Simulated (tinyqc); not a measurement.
Inside a calculation. Method: Hueckel theory of the pi electrons with the omega technique, for the molecule c1cc[nH]c1 (SMILES; centres numbered as the heavy atoms are written). One step of it, computed by the program tinyqc.

Question. Energy, charges, bond orders. E = sum n x; q_r = z_r - P_rr; bond order p = P_rs; free valence = sqrt(3) - sum of p over the bonds of the atom.

final x values: [2.246937, 1.175518, 0.588097, -0.979420, -1.661131]

occupations: [2.000000, 2.000000, 2.000000, 0.000000, 0.000000]

final P, order 1C, 2C, 3C, 4N, 5C:
```
[[1.085103, 0.542633, -0.085668, -0.212870, 0.803526],
 [0.542633, 1.085103, 0.803526, -0.212870, -0.085668],
 [-0.085668, 0.803526, 1.036621, 0.410490, -0.420909],
 [-0.212870, -0.212870, 0.410490, 1.756551, 0.410490],
 [0.803526, -0.085668, -0.420909, 0.410490, 1.036621]]
```

Centres:
```
centre  z_r, pi electrons of the neutral centre         h
1C                                            1  0.000000
2C                                            1  0.000000
3C                                            1  0.000000
4N                                            2  1.370000
5C                                            1  0.000000
```

Bonds:
```
i  j         k
1  2         1
2  3         1
3  4  0.740000
4  5  0.740000
5  1         1
```

Give: pi energy = 6 alpha + this times beta; pi charges; Bond orders and lengths from R = 1.517 - 0.180 p; free valence of the carbons; gap between the highest filled and the next level.

Answer.

pi energy = 6 alpha + this times beta = 8.0211

pi charges: [-0.0851, -0.0851, -0.0366, 0.2434, -0.0366]

Bond orders and lengths from R = 1.517 - 0.180 p (angstrom, C-C alone):
```
bond       p       R
1-2   0.5426  1.4193
2-3   0.8035  1.3724
3-4   0.4105       -
4-5   0.4105       -
5-1   0.8035  1.3724
```

free valence of the carbons: [0.3859, 0.3859, 0.5180, 0.5180]

gap between the highest filled and the next level = 1.5675 |beta|
